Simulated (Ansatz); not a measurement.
Rock-salt SnTe (cubic form, which distorts at low temperature), treated with HSE06-D3(BJ) in Ansatz (plane waves, PAW).

Run with plane-wave cutoff 460 eV, 8×8×8 k mesh, Fermi–Dirac smearing 0.01 eV, scalar-relativistic PAW data made under PBE.

A third-order Birch–Murnaghan fit to the energies gives V0 = 30.306 Å³/atom, B0 = 49.0 GPa, B′ = 4.5.

```
V (Å³/atom)  P (GPa)
-----------  -------
28.762           ___
29.519           ___
30.276         0.057
31.236           ___
31.790        -2.146
```

**Question.** Estimate the withheld pressures from this fit; the answers are the runs' own values.

**Answer.** 
- 28.762, P (GPa): 2.925
- 29.519, P (GPa): 1.349
- 31.236, P (GPa): -1.389

The formula P = (3/2) B0 (x^(7/3) − x^(5/3)) [1 + (3/4)(B′ − 4)(x^(2/3) − 1)] with x = V0/V meets the computed pressures within 0.05 GPa when these rounded values are put in.

Measured, for comparison: bulk modulus 37.8 GPa (temperature not stated, not corrected to a static lattice; as tabulated in Toher et al. (2017), arXiv:1611.05714); equilibrium volume per atom 31.50 Å³/atom (room temperature, not corrected to a static lattice; as tabulated in Maiti et al. (2022), arXiv:2109.01420). Computed (rounded) less measured: bulk modulus +30 %, equilibrium volume per atom -3.8 %.

Note: symmetry holds this phase in the static calculation, where it need not be a minimum.

Spin–orbit coupling is not included.

Computed values are for the static lattice.

Ansatz is a quantum-chemistry and plane-wave program.
